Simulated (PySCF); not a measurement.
# SiHF + F₂ → SiF₂ + HF

Level: PBE0 in the def2-TZVP basis family, all electrons, no relativity, computed in PySCF with density fitting; open shells unrestricted.

| species | state and structure | E (Eh) | ZPE (kJ/mol) | H(298 K) − H(0) (kJ/mol) | S° (J/(mol K)) |
| --- | --- | --- | --- | --- | --- |
| SiHF | singlet, Cs, Si–F 1.612 Å, Si–H 1.541 Å; F–Si–H 96.3° | -389.76329 | 22.1 | 10.2 | 239.0 |
| F₂ | singlet, D∞h, F–F 1.376 Å | -199.40856 | 6.6 | 8.7 | 201.9 |
| SiF₂ | singlet, C2v, Si–F 1.601 Å (×2); F–Si–F 100.6° | -489.06017 | 12.3 | 11.2 | 256.9 |
| HF | singlet, C∞v, H–F 0.920 Å | -100.39188 | 24.9 | 8.7 | 173.6 |

What is the electronic reaction energy?

At PBE0/def2-TZVP, ΔE = -735.7 kJ/mol from the differences of the total energies times 2625.5, downhill. Fluorination of this kind underlies dry etching and chamber cleaning.

Add zero-point, thermal and entropy terms for 298.15 K and 1 bar.

ΔZPE = 8.5 and Δ[H(298) − H(0)] = 1.0 kJ/mol give ΔH° = -726.2 kJ/mol. ΔS° = -10.4 J/(mol K), so ΔG° = -726.2 − 298.15 × (-0.0104) = -723 kJ/mol.

Each species is the lowest minimum found with this bonding; other isomers or fragments can lie lower.
